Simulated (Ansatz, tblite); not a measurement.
# The cluster PbS2+: a ladder of methods and basis sets

An exercise on one series of results from a longer session: the logs are not shown, and one member is left open.

The runs use Ansatz 0.2.0, Gaussian basis; as each input shows.

Plan: GFN1-xTB, GFN2-xTB, PBE-D4/def2-TZVP, r2SCAN-D4/def2-TZVP, LDA/def2-TZVP, ωB97M-V/def2-TZVP, r2SCANh-D4/def2-TZVP, B3LYP-D4/def2-TZVP, CAM-B3LYP-D4/def2-TZVP, PBE-D4/def2-SVP, PBE0-D4/def2-SVP, CCSD(T)/def2-TZVPP, MP2/def2-TZVP, RPA/def2-TZVP.

## The structure

The doublet was relaxed beforehand with r2SCAN-D4/def2-TZVP. At that level it is the lowest of the isomers that a small search found.

3 atoms, charge 1, spin multiplicity 2.

Bond lengths: Pb1–S2 2.604 Å, Pb1–S3 2.605 Å, S2–S3 2.007 Å. Angles: S2–Pb1–S3 45.3°, Pb1–S2–S3 67.3°, Pb1–S3–S2 67.3°.

Pb takes a core potential in the def2 sets. No spin-orbit coupling is included. The ion is computed in the gas phase, without counter-ions or solvent.

PBE0-D4/def2-TZVP was run before; its log isn't repeated, and its numbers join the tables.

The first run:

Tight binding, by tblite at 300 K electronic temperature and without a spin-polarisation term:

```python
tblite.interface.Calculator('GFN1-xTB', numbers, positions, charge=1, uhf=1).singlepoint()
```

Tight binding, by tblite at 300 K electronic temperature and without a spin-polarisation term:

```python
tblite.interface.Calculator('GFN2-xTB', numbers, positions, charge=1, uhf=1).singlepoint()
```

start.molden holds the orbitals of an earlier run on this state, given as this run's starting guess.

in.yaml

```yaml
crystal:
  periodic: [false, false, false]
  atoms:
    - {symbol: Pb, position_ang: [-1.578039, -0.275643, -0.033207]}
    - {symbol: S, position_ang: [0.962141, -0.850312, -0.008520]}
    - {symbol: S, position_ang: [0.615898, 1.125946, 0.041727]}
basis:
  gaussian: {orbitals: def2-TZVP, initial_orbitals: start.molden}
total_charge: 1
magnetization: {spin_polarized: true, initial_magnetization: 1}
hamiltonian: {xc: pbe, dispersion: d4}
scf: {omitted_lower_state_checks: [starts]}
output: {orbitals: {seedname: orbitals}}
```

Started as:

```
$ ansatz run in.yaml --threads 4 --pin off --events-out ev --progress --plain --max-ram 3916MiB
```

Among the steps run: PBE-D4/def2-TZVP; r2SCAN-D4/def2-TZVP; LDA/def2-TZVP; ωB97M-V/def2-TZVP; r2SCANh-D4/def2-TZVP; B3LYP-D4/def2-TZVP; CAM-B3LYP-D4/def2-TZVP; PBE-D4/def2-SVP; PBE0-D4/def2-SVP; CCSD(T)/def2-TZVPP; MP2/def2-TZVP; RPA/def2-TZVP.

One table of the session follows, with a row left open; its other results are not shown here.

It belongs to the step «Levels side by side». 

```
                 level  HOMO (eV)  LUMO (eV)  gap (eV)
         LDA/def2-TZVP     -11.11     -10.29      0.82
       PBE-D4/def2-SVP     -11.12     -10.04      1.08
      PBE-D4/def2-TZVP     -11.05      -9.94      1.11
   r2SCAN-D4/def2-TZVP          ?          ?         ?
  r2SCANh-D4/def2-TZVP     -11.86      -9.38      2.48
    B3LYP-D4/def2-TZVP     -12.00      -9.22      2.79
      PBE0-D4/def2-SVP     -12.40      -9.09      3.31
     PBE0-D4/def2-TZVP     -12.30      -8.95      3.34
CAM-B3LYP-D4/def2-TZVP     -13.54      -7.81      5.73
     ωB97M-V/def2-TZVP     -14.16      -6.98      7.17
```

Q: Estimate the row for r2SCAN-D4/def2-TZVP from the others.

**Answer.** HOMO (eV): -11.40; LUMO (eV): -9.76; gap (eV): 1.64. In the column «HOMO (eV)» it lies between r2SCANh-D4/def2-TZVP (-11.86) and PBE-D4/def2-SVP (-11.12).
